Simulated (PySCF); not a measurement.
**Core binding energy against partial charge**

C3H7P.
Z-matrix (Å and degrees, GFN2-xTB geometry), rows numbered from 1:
```
C 
C   1  1.3252
C   2  1.4977  1  123.44
P   2  1.8335  1  122.23  3  -175.64
H   1  1.0787  2  121.58  3    -1.09
H   1  1.0777  2  122.16  3   178.70
H   3  1.0905  2  110.21  1   119.10
H   3  1.0903  2  109.96  1  -122.51
H   3  1.0875  2  111.12  1    -1.68
H   4  1.3923  2   95.98  1   -25.35
H   4  1.3967  2   95.04  1  -118.46
```

Binding energies: delta-SCF UKS SCAN, pcX-2 on the ionised atom, pcseg-1 elsewhere, spin-free X2C (PySCF). Charges: PBE0/pcSseg-1 ground-state density, for the ionised atom.

```csv
atom,environment,C 1s (eV),Mulliken (e),IAO (e),Hirshfeld (e),ESP (e)
C1,terminal =CH2 carbon,289.83,-0.067,-0.333,-0.117,-0.588
C2,fully substituted alkene carbon,290.55,-0.607,-0.148,-0.036,+0.254
C3,allylic carbon,290.84,-0.173,-0.424,-0.119,-0.461
```

Task: How well does each charge scheme correlate with the binding energies over these sites?

Result: ESP: r = 0.37, slope 0.4 eV per e; Hirshfeld: r = 0.22, slope 2.4 eV per e; IAO: r = -0.09, slope -0.3 eV per e; Mulliken: r = -0.42, slope -0.8 eV per e. On 3 points no scheme stands out.

Task: The point-charge model writes a binding energy as kq + V + constant, with V the potential of the other atoms' charges at the site. What does it give with the Mulliken charges?

Result: V = Σ 14.40 eV Å × q/r over all other atoms: -1.63 eV at C1, +3.49 eV at C2, +1.05 eV at C3. Fitting binding energy − V to q gives k = 7.6 eV per e and leaves an rms residual of 0.36 eV, against 0.39 eV for the fit on q alone. The model has no term for differences in relaxation between sites.

One conformer (not necessarily the lowest) at the GFN2-xTB geometry, without solvent, vibrations or thermal averaging.
